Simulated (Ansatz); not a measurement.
Process, species as SMILES: [CH2]C#N → 2 C atom + 2 H atom + N atom
B3LYP-D3(BJ)/def2-TZVP geometries, fixed; electronic energies without zero-point terms.

Basis-set convergence of the atomisation energy at CCSD(T) with Ansatz (an electronic-structure program). All functions are spherical. Cores are frozen. An unrestricted Hartree-Fock determinant is markedly spin-contaminated. Open shells are unrestricted. No added dispersion term, no relativity. Functions are those of the species that has most. Reference: Hartree-Fock in cc-pVQZ plus the correlation part extrapolated as X^-3 from cc-pVTZ and cc-pVQZ, 509.30 kcal/mol, itself unsure by roughly 2.35 kcal/mol (a third of the extrapolation step and of the last Hartree-Fock step). Deviations are taken from unrounded values.

```
basis            functions  atomisation energy (kcal/mol)  minus reference (kcal/mol)
---------------  ---------  -----------------------------  --------------------------
def2-SVP                52                         485.99                      -23.31
def2-SVPD               76                         486.57                      -22.73
6-311+G**               78                         476.17                      -33.13
aug-pcseg-1             87                         477.94                      -31.36
6-311++G(2d,2p)        101                         479.87                      -29.43
pcseg-2                118                         497.48                      -11.82
def2-TZVPP             121                         495.13                      -14.17
def2-TZVPD             129                         492.43                      -16.87
def2-TZVPPD            145                         495.54                      -13.76
jun-cc-pV(T+d)Z        145                         494.69                      -14.61
aug-cc-pVTZ            184                         496.74                      -12.56
def2-QZVPP             231                         503.43                       -5.87
pcseg-3                246                         504.92                       -4.38
```
